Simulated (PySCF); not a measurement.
Species: C2H3Cl2 (doublet state).
Geometry (PBE0-D3(BJ)/def2-SVP, Å), atoms numbered from 1 in this order:
```xyz
7
C2H3Cl2 angstrom
Cl     1.818    0.508   -1.109
C      0.797   -0.333   -0.036
C     -0.640   -0.053   -0.035
Cl    -1.044    1.443    0.930
H      1.297   -0.812    0.808
H     -1.198   -0.874    0.434
H     -1.024    0.129   -1.047
```

The calculation used PySCF, PBE0-D3(BJ)/def2-SVP geometry optimisation, gas phase.

Take the most abundant isotopes and a rigid rotor. The values belong to one conformer with, in the numbering `[Cl:1][CH:2][CH2:3][Cl:4]`, Cl1–C2–C3–Cl4 -81°.

(1) Give the principal moments of inertia and the rotational constants in MHz.

(2) Classify the top.

(3) Is it planar, by Δ = Ic − Ia − Ib?

(4) List the rotational levels J(Ka,Kc) to J = 5 (MHz).

(5) Which lines would a microwave search look for?

Results:

(1) Ia = 40.13, Ib = 250.12, Ic = 273.93 u·Å²; 505379 MHz·u·Å²/I gives A = 12593, B = 2021, C = 1845 MHz.

(2) A near-prolate asymmetric top; Ray's κ = -0.967.

(3) Not planar: Δ = Ic − Ia − Ib = -16.32 u·Å². For a rigid frame Δ = −2 Σ m c², so Σ m c² = 8.16 u·Å² lies off the ab plane: 4.24 from hydrogen and 3.92 from heavier atoms. The atom farthest from that plane is 1.45 Å away.

(4) Above 0(0,0):
J = 1: 1(0,1) 3866, 1(1,1) 14438, 1(1,0) 14613
J = 2: 2(0,2) 11594, 2(1,2) 21993, 2(1,1) 22520, 2(2,1) 54237, 2(2,0) 54239
J = 3: 3(0,3) 23182, 3(1,3) 33325, 3(1,2) 34379, 3(2,2) 65833, 3(2,1) 65844, 3(3,1) 119135, 3(3,0) 119135
J = 4: 4(0,4) 38623, 4(1,4) 48431, 4(1,3) 50188, 4(2,3) 81294, 4(2,2) 81326, 4(3,2) 134601, 4(3,1) 134601, 4(4,1) 209217, 4(4,0) 209217
J = 5: 5(0,5) 57907, 5(1,5) 67310, 5(1,4) 69945, 5(2,4) 100616, 5(2,3) 100692, 5(3,3) 153936, 5(3,2) 153936, 5(4,2) 228550, 5(4,1) 228550, 5(5,1) 324486, 5(5,0) 324486
The levels of one J sum to (2J + 1)J(J + 1)(A + B + C)/3.

(5) The dipole components are |μa| = 0.51 D, |μb| = 1.73 D, |μc| = 0.02 D. The squared components, which scale the intensities, stand as 0.09 : 1.00 : 0.00 (a : b : c). Some lines, for components of 0.1 D or more:

| type | branch | J(Ka,Kc) | MHz | lower level (cm⁻¹) |
| --- | --- | --- | --- | --- |
| a | Q | 5(1,4) ← 5(1,5) | 2634 | 2.245 |
| a | R | 2(0,2) ← 1(0,1) | 7729 | 0.129 |
| b | Q | 5(1,4) ← 5(0,5) | 12038 | 1.932 |
| a | R | 5(3,2) ← 4(3,1) | 19335 | 4.490 |
| b | Q | 2(2,0) ← 2(1,1) | 31719 | 0.751 |
| b | R | 2(2,0) ← 1(1,1) | 39801 | 0.482 |
| b | R | 4(2,2) ← 3(1,3) | 48001 | 1.112 |
| b | R | 5(2,4) ← 4(1,3) | 50429 | 1.674 |
| b | R | 4(3,1) ← 3(2,2) | 68768 | 2.196 |
| b | R | 5(5,0) ← 4(4,1) | 115268 | 6.979 |

For this open shell read J as N, the rotation without spin; fine and hyperfine splittings come on top. No PBE0-D3(BJ)/def2-SVP frequencies stand behind this structure, so it isn't proved a minimum. ⟨S²⟩ = 0.755 (exact for a doublet: 0.75). Zero-point vibration and centrifugal distortion are left out. Quadrupole hyperfine structure (35Cl) is left out.

Hardware: Arm Neoverse V2, one thread, no GPU, shared host. Cost: 18 s wall. That covers the optimisation of the geometry.
